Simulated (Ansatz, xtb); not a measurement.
## Ranking isomers of H2MgS2

3 gas-phase structures of H2MgS2, from a drawn sample of its isomers (lower ones may exist). Each was relaxed with GFN2-xTB; where two conformers were screened, the lower at r2SCAN-D4/def2-SVP is listed:

A. the triplet with the links of `[SH][Mg][SH]`
B. a singlet given by its coordinates
C. `[SH][Mg][SH]`, a singlet

B (Å):

```csv
atom,x (Å),y (Å),z (Å)
Mg,-1.2209,0.1159,-1.0679
S,1.1118,0.0157,-1.1835
S,1.0766,0.4251,0.8273
H,-2.3166,0.1628,0.0983
H,1.3989,-0.7933,1.2844
```

Close contacts (Å): Mg1–S2 2.34, Mg1–S3 2.99, S2–S3 2.05, Mg1–H4 1.60, S3–H5 1.34.

Task: Make a reasoned guess at their ranking by r2SCAN-D4/def2-SVP single-point energy.

Result: Calculated order at r2SCAN-D4/def2-SVP: C (0.0), B (200.9), A (220.5) kJ/mol.

Energies above the lowest of each column, in kJ/mol; the last columns are at PBE0-D4/def2-SVP geometries (a dash: not run or not comparable):

```
structure  GFN2-xTB  HF/STO-3G  r2SCAN-D4/def2-SVP  PBE0-D4/def2-SVP  CCSD(T)/def2-TZVP
        C       0.0        0.0                 0.0               0.0                0.0
        B      20.2      152.7               200.9             164.6              160.0
        A         –      387.5               220.5             235.8              267.5
```

Every level run on C puts it lowest or level with the lowest. GFN2-xTB has no spin polarisation and isn't compared across spin states. Open shells are spin-unrestricted.

Programs: Ansatz 0.2.0, xtb 6.7.1.
